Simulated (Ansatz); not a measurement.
## [OH···H···CN], doublet in cc-pVDZ: errors against RCCSDT(Q)

Geometry: a point of a hydrogen-transfer path between rigid fragments, not a stationary point.

```csv
atom,x (Å),y (Å),z (Å)
O,-1.3304,-0.1853,0.0000
H,-1.5797,0.7413,0.0000
H,-0.3254,-0.1853,0.0000
N,2.1977,-0.1853,0.0000
C,1.0376,-0.1853,0.0000
```

Basis cc-pVDZ; Ansatz 0.2.0. Only valence electrons are correlated (noble-gas cores frozen), which leaves 17 electrons in 49 orbitals. R marks a restricted (for open shells ROHF) determinant, U an unrestricted one. Active spaces: pair = (3e, 3o) about the gap.

Full CI isn't at hand for all of this; RCCSDT(Q) serves as the reference, and is uncertain by about the last step of the cluster series. The frozen core follows each run's orbitals, which can shift R against U totals by a few meV.

Unrestricted rows (U) aren't spin-pure: their determinants' ⟨S²⟩ exceeds S(S+1) by up to 0.32, so they mix in states of higher spin. For open shells CISD is restricted-active-space CI with the open shells as a complete middle space.

* UHF ⟨S²⟩: 1.073
* T1 diagnostic (RCCSD): 0.0310
* largest doubles amplitude (RCCSD): 0.099
* T1 diagnostic (UCCSD): 0.0531

```json
{"level": "RHF", "E − E(RCCSDT(Q)) (kJ/mol)": "1390.2", "share of correlation (%)": "0.00", "wall time": "–"}
{"level": "UHF", "E − E(RCCSDT(Q)) (kJ/mol)": "1336.1", "share of correlation (%)": "3.89", "wall time": "–"}
{"level": "RMP2", "E − E(RCCSDT(Q)) (kJ/mol)": "89.9", "share of correlation (%)": "93.54", "wall time": "–"}
{"level": "UMP2", "E − E(RCCSDT(Q)) (kJ/mol)": "166.6", "share of correlation (%)": "88.02", "wall time": "–"}
{"level": "CISD", "E − E(RCCSDT(Q)) (kJ/mol)": "216.1", "share of correlation (%)": "84.46", "wall time": "13 s"}
{"level": "RCCSD", "E − E(RCCSDT(Q)) (kJ/mol)": "57.7", "share of correlation (%)": "95.85", "wall time": "–"}
{"level": "UCCSD", "E − E(RCCSDT(Q)) (kJ/mol)": "57.3", "share of correlation (%)": "95.88", "wall time": "–"}
{"level": "RCCSD(T)", "E − E(RCCSDT(Q)) (kJ/mol)": "8.0", "share of correlation (%)": "99.42", "wall time": "7 s"}
{"level": "UCCSD(T)", "E − E(RCCSDT(Q)) (kJ/mol)": "11.5", "share of correlation (%)": "99.17", "wall time": "9 s"}
{"level": "BCCD(T)", "E − E(RCCSDT(Q)) (kJ/mol)": "8.1", "share of correlation (%)": "99.42", "wall time": "8.5 s"}
{"level": "RCCSDT", "E − E(RCCSDT(Q)) (kJ/mol)": "6.2", "share of correlation (%)": "99.56", "wall time": "–"}
{"level": "UCCSDT", "E − E(RCCSDT(Q)) (kJ/mol)": "6.2", "share of correlation (%)": "99.55", "wall time": "–"}
{"level": "UCCSDT(Q)", "E − E(RCCSDT(Q)) (kJ/mol)": "-0.4", "share of correlation (%)": "100.03", "wall time": "16 s (H100)"}
{"level": "CASSCF (pair space)", "E − E(RCCSDT(Q)) (kJ/mol)": "1307.2", "share of correlation (%)": "5.97", "wall time": "–"}
{"level": "NEVPT2 (pair space)", "E − E(RCCSDT(Q)) (kJ/mol)": "95.8", "share of correlation (%)": "93.11", "wall time": "8.5 s"}
{"level": "MRCISD (pair space)", "E − E(RCCSDT(Q)) (kJ/mol)": "195.2", "share of correlation (%)": "85.96", "wall time": "–"}
{"level": "MRCISD+Q (pair space)", "E − E(RCCSDT(Q)) (kJ/mol)": "47.7", "share of correlation (%)": "96.57", "wall time": "3.8 s (H100)"}
```

The correlation energy at RCCSDT(Q), counted from RHF, is -14.409 eV. That run took 10 s on 2 threads of AMD EPYC 7R13 with a shared H100 80 GB, shared host.

Times hold each run's SCF and search for its determinant on a shared host, so for small cases they say little of a method's own cost; rows without a card ran on 1 thread of AMD EPYC 7R13.
